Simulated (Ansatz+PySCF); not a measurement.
# triplet B₂: levels of theory in one basis

```xyz
2

B     0.0000    0.0000   -1.2983
B     0.0000    0.0000    1.2983
```

Basis set: 6-31G (spherical functions). Left uncorrelated: 2 orbitals. Correlation on ROHF uses semicanonical orbitals with singles. Charge 0, multiplicity 3.

Computed with Ansatz (development build ahead of 0.2.0); each method stands on the lowest determinant of its kind that the runs found.

```csv
method,E − E(ROHF) (eV),<S²> of the determinant
ROHF,0.00,2.00
UHF,-0.13,2.06
ROHF-MP2,-1.49,–
UHF-MP2,-1.52,2.06
ROHF-CCSD,-2.82,–
UHF-CCSD,-2.82,2.06
ROHF-CCSD(T),-2.93,–
UHF-CCSD(T),-2.93,2.06
```

Question: What does full CI (lowest root of this spin) give on the same scale?

Answer: -3.05 eV.

At such a shape the full CI root can have another spatial symmetry than the determinants, so the rows needn't describe one state.

Question: Is a single determinant a sound starting point here?

Answer: It is doubtful. Unrestricted orbitals gain 0.13 eV with <S²> 2.06 against 2.00 for a pure state, but the cluster amplitudes or the share of triples are large.

Caution for ROHF, UHF, ROHF-MP2, UHF-MP2, ROHF-CCSD, UHF-CCSD, ROHF-CCSD(T), UHF-CCSD(T): the determinant may break the point group. Caution for ROHF-MP2, ROHF-CCSD, ROHF-CCSD(T): large amplitudes, a single reference is doubtful. Caution for ROHF-MP2, UHF-MP2: another reference gives a lower total. Caution for UHF-MP2, UHF-CCSD, UHF-CCSD(T): bonds are stretched, where a single reference can fail.
